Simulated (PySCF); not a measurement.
Job file and geometry (Å, from PBE0-D3(BJ)/def2-SVP) of an NMR shielding run on SMILES C(C(CC)[S-])C, [C5H11S]-, PySCF 2.14.0, density-fitted response routines, GIAO PBE0/pcSseg-1 NMR shielding, non-relativistic, gas phase; density fitting, a coarse starting grid and PySCF grid level 2 are the driver's defaults:

```
{"job": {"kind": "nmr", "xc": "PBE0", "basis": "pcSseg-1"}, "charge": -1, "multiplicity": 1}
C     -2.118748     0.421076    -0.159428
C     -1.325939    -0.742008     0.432461
C      0.139624    -0.860892    -0.004174
S      0.865272    -2.411838     0.609741
C      0.953255     0.363404     0.440307
C      2.384759     0.339265    -0.068922
H     -3.179077     0.393279     0.147787
H     -1.716446     1.400636     0.148731
H     -2.094705     0.395809    -1.263101
H     -1.341933    -0.703429     1.536962
H     -1.807019    -1.698516     0.169595
H      0.138810    -0.855473    -1.119224
H      0.462004     1.306411     0.118967
H      0.960876     0.356029     1.546064
H      2.415204     0.435259    -1.169256
H      2.998864     1.151703     0.358490
H      2.807108    -0.644659     0.197804
```

Problem. Write the output of this run.

Solution. 
```
coarse grid: 13880 points
cycle   1  E = -594.8003970864  dE =  2.722e-01  |g| = 5.524e-01  |ddm| = 3.480e+00
cycle   2  E = -594.7898415275  dE =  1.056e-02  |g| = 6.308e-01  |ddm| = 2.546e+00
cycle   3  E = -594.9084172472  dE = -1.186e-01  |g| = 3.559e-02  |ddm| = 1.505e+00
cycle   4  E = -594.9085281686  dE = -1.109e-04  |g| = 2.464e-02  |ddm| = 6.099e-02
cycle   5  E = -594.9086716994  dE = -1.435e-04  |g| = 6.957e-03  |ddm| = 3.275e-02
cycle   6  E = -594.9086826876  dE = -1.099e-05  |g| = 2.002e-03  |ddm| = 9.517e-03
cycle   7  E = -594.9086837370  dE = -1.049e-06  |g| = 4.300e-04  |ddm| = 3.449e-03
final grid: 126880 points
cycle   8  E = -594.9479985352  dE = -3.206e-05  |g| = 9.570e-03  |ddm| = 2.845e-02
cycle   9  E = -594.9479765425  dE =  2.199e-05  |g| = 1.313e-02  |ddm| = 2.616e-02
cycle  10  E = -594.9480221346  dE = -4.559e-05  |g| = 1.098e-03  |ddm| = 1.804e-02
cycle  11  E = -594.9480224482  dE = -3.136e-07  |g| = 2.242e-04  |ddm| = 1.762e-03
cycle  12  E = -594.9480224597  dE = -1.152e-08  |g| = 4.600e-05  |ddm| = 2.623e-04
cycle  13  E = -594.9480224603  dE = -5.882e-10  |g| = 1.454e-05  |ddm| = 1.235e-04
converged SCF energy = -594.9480224603

GIAO shielding tensors (ppm)
atom      isotropic    diamagn.    paramagn.     s11        s22        s33       span
  0 C      170.098     247.320     -77.223    156.733    169.284    184.276     27.543
  1 C      140.191     245.407    -105.216    116.666    131.561    172.346     55.680
  2 C      131.335     243.282    -111.947    121.803    128.839    143.364     21.561
  3 S      562.246    1058.045    -495.799    356.333    427.027    903.378    547.045
  4 C      148.379     247.738     -99.358    125.660    150.904    168.574     42.915
  5 C      167.211     245.703     -78.491    154.401    164.548    182.685     28.284
  6 H       30.721      28.812       1.908     26.190     28.128     37.844     11.654
  7 H       30.302      31.251      -0.949     25.162     30.606     35.139      9.977
  8 H       30.816      30.645       0.171     26.722     29.029     36.697      9.975
  9 H       30.407      31.470      -1.064     27.214     31.067     32.940      5.726
 10 H       29.270      31.269      -1.999     22.809     31.323     33.676     10.866
 11 H       29.181      32.121      -2.940     25.063     27.935     34.546      9.482
 12 H       29.597      33.109      -3.512     23.905     30.574     34.313     10.408
 13 H       31.317      31.947      -0.630     27.624     30.433     35.894      8.269
 14 H       31.295      30.231       1.065     27.082     28.948     37.856     10.775
 15 H       31.013      29.012       2.001     26.597     28.415     38.027     11.430
 16 H       27.491      29.129      -1.638     20.631     29.646     32.196     11.565
```

Problem. Turn these shieldings into chemical shifts. δ = σ(ref) − σ, references computed at the same level: TMS for 13C (184.41 ppm), 1H (31.27 ppm); CS2 for 33S (495.66 ppm).

Solution. Averaging equivalent atoms: C 2: 53.1; C 1/4: 40.1; C 0/5: 15.8; S 3: -67; H 11: 2.09; H 9/12: 1.27; H 6/7/8/14/15/16: 0.99; H 10/13: 0.97 ppm. 

Size and cost of the density-fitted run: 164 basis functions, 19 s wall time on 1 thread of an Arm Neoverse V1, shared host.
